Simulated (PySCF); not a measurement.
Geometries of 2 isomers of C4H10N (doublet state), from PBE0-D3(BJ)/def2-SVP geometry optimisation, gas phase in PySCF 2.14.0. One conformer each, no zero-point energy, no frequencies.

Task: Which is lower in electronic energy at this level?
A.
```xyz
15
angstrom
C     -0.972    1.018    0.695
C     -0.367   -0.087   -0.096
C     -1.164   -0.714   -1.185
C      1.124   -0.206   -0.151
N      1.748    0.003    1.142
H     -1.972    0.749    1.075
H     -1.111    1.929    0.074
H     -0.324    1.293    1.539
H     -2.211   -0.875   -0.882
H     -0.742   -1.682   -1.502
H     -1.199   -0.072   -2.092
H      1.380   -1.175   -0.634
H      1.526    0.572   -0.839
H      1.517   -0.765    1.769
H      2.760    0.023    1.056
```
B.
```xyz
15
angstrom
C     -2.217    0.133   -0.057
C     -0.947   -0.582    0.222
C      0.327    0.198   -0.200
C      1.575   -0.624    0.074
N      0.463    1.503    0.418
H     -2.636    0.150   -1.067
H     -2.718    0.734    0.706
H     -0.859   -0.806    1.301
H     -0.939   -1.554   -0.306
H      0.257    0.365   -1.291
H      2.471   -0.074   -0.247
H      1.546   -1.593   -0.447
H      1.674   -0.830    1.154
H      0.525    1.399    1.432
H     -0.370    2.060    0.242
```

Result: A. That is `C[C](C)CN` [radical], 5.9 kcal/mol below the other.

```json
{"SMILES": "C[C](C)CN", "atoms numbered as above": "[CH3:1][C:2]([CH3:3])[CH2:4][NH2:5]", "E (Eh)": "-212.73743", "relative (kcal/mol)": "0.0", "relative (kJ/mol)": "0.0", "dipole (D)": "1.23", "⟨S²⟩": "0.755"}
{"SMILES": "[CH2]C[C@H](C)N", "atoms numbered as above": "[CH2:1][CH2:2][C@H:3]([CH3:4])[NH2:5]", "E (Eh)": "-212.72807", "relative (kcal/mol)": "5.9", "relative (kJ/mol)": "24.6", "dipole (D)": "1.04", "⟨S²⟩": "0.755"}
```
